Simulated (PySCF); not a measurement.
Vertical excitation energies

(LiH)2 ring, Li₂H₂.
Hydrogens: H2, H4 on Li1; H2, H4 on Li3.

Computed, not measured: TDDFT CAM-B3LYP/def2-SVPD, vertical, gas phase, core orbitals frozen in the response (PySCF). Isolated species at its PBE0-D3(BJ)/def2-SVP geometry, gas phase.

| state | E (eV) | E (kJ/mol) | λ (nm) | f | main configurations (H = HOMO, L = LUMO) |
| --- | --- | --- | --- | --- | --- |
| S1 | 4.38 | 423 | 282.9 | 0.0000 | H→L (93%) |
| S2 | 4.46 | 430 | 277.9 | 0.0000 | H→L+2 (94%) |
| S3 | 4.72 | 455 | 262.9 | 0.030 | H→L+1 (94%) |
| S4 | 5.69 | 549 | 217.9 | 0.228 | H-1→L (92%) |
| S5 | 6.04 | 583 | 205.4 | 0.294 | H-1→L+2 (98%) |
| S6 | 6.10 | 589 | 203.2 | 0.0000 | H-1→L+1 (93%) |
| S7 | 6.24 | 602 | 198.6 | 0.0000 | H→L+4 (95%) |
| S8 | 6.35 | 613 | 195.3 | 0.185 | H→L+3 (94%) |
| S9 | 6.59 | 636 | 188.1 | 0.094 | H→L+7 (89%) |
| S10 | 6.67 | 644 | 185.9 | 0.0000 | H→L+5 (96%) |

Triplets, Tamm–Dancoff:

| state | E (eV) | λ (nm) | main configurations (H = HOMO, L = LUMO) |
| --- | --- | --- | --- |
| T1 | 4.18 | 296.6 | H→L+2 (90%), H→L+9 (9%) |
| T2 | 4.23 | 293.4 | H→L (89%) |
| T3 | 4.44 | 279.3 | H→L+1 (89%), H→L+8 (8%) |
| T4 | 5.25 | 236.2 | H-1→L (64%), H→L+3 (22%) |

The lowest singlet lies at 4.38 eV (283 nm, ultraviolet) and is dark (f under 0.0005); its leading configuration is HOMO→LUMO (93%). The most intense listed level is S5 at 6.04 eV (205 nm, f = 0.294), 1.65 eV above S1. Löwdin shares by element: HOMO hydrogen 60%, lithium 40%; LUMO lithium 96%. The oscillator strengths of these states sum to 0.831; summed over the whole spectrum of an exact calculation they would give the number of electrons, 8 (Thomas–Reiche–Kuhn). Orbital energies (eV): HOMO-3 -55.34, HOMO-2 -55.28, HOMO-1 -8.44, HOMO -7.18, LUMO -0.03, LUMO+1 0.14, LUMO+2 0.37. Of the 10 states listed, 5 reach f = 0.01 and 5 stay under 0.0005. Singlets were solved by full linear response, triplets in the Tamm–Dancoff approximation.
